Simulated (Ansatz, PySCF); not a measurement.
Species: LiF, charge 0, singlet. LiF (SMILES [Li][F]).
B3LYP-D3(BJ)/def2-TZVP minimum from Ansatz (an electronic-structure program):
```
Li
F 1 1.5615
```
Charge 0, spin multiplicity 1.

Total energies in hartree (Ansatz). Open shells are spin-unrestricted; no spin-orbit coupling. Correlated methods leave the cores frozen. No relativity. Where a partner has so few electrons that a lower coupled-cluster level is exact, that level stands in.

| species | HF/def2-TZVPP | CCSD(T)/def2-TZVPP | HF/def2-QZVPP | CCSD(T)/def2-QZVPP | CCSDT(Q)/def2-QZVPP |
|---|---|---|---|---|---|
| 1: LiF (SMILES [F][Li]) | -106.98564 | -107.26493 | -106.99176 | -107.29915 | -107.29942 |
| 2: Li (doublet) | -7.43268 | -7.43268 | -7.43274 | -7.43274 | -7.43274 |
| 3: F (doublet) | -99.41180 | -99.62506 | -99.41589 | -99.65118 | -99.65148 |

Q: Work out the enthalpy of formation at 298 K (by atomisation, with ideal-gas terms from PySCF's Hessian at B3LYP-D3(BJ)/def2-TZVP and the atoms' measured values of the G2/97 table; no spin-orbit terms) in kcal/mol: take Hartree-Fock from def2-QZVPP, extrapolate the CCSD(T) correlation energy as X^-3 (X = 3, 4), and add CCSDT(Q) - CCSD(T) in def2-QZVPP. The further terms named in the bracket sum to +0.09153 hartree. 1 hartree = 627.51 kcal/mol.

A: 
Species 1: correlation (64·(-0.30739) - 27·(-0.27929))/37 = -0.32790; step -0.00027; E1 = -106.99176 + (-0.32790) + (-0.00027) = -107.31993
Species 2: correlation (64·(0.00000) - 27·(0.00000))/37 = 0.00000; step +0.00000; E2 = -7.43274 + (0.00000) + (+0.00000) = -7.43274
Species 3: correlation (64·(-0.23529) - 27·(-0.21326))/37 = -0.25137; step -0.00030; E3 = -99.41589 + (-0.25137) + (-0.00030) = -99.66756
+1·E1 -1·E2 -1·E3 +0.09153 = -0.12810 hartree = -80.4 kcal/mol. Measured: -80.1 kcal/mol, -335.1 kJ/mol (G2/97 table in ASE (Curtiss et al.)); atomic spin-orbit terms, which the calculations lack, would raise the computed values. The composite differs from it by -0.3 kcal/mol; core, relativistic and spin-orbit terms are not in it.
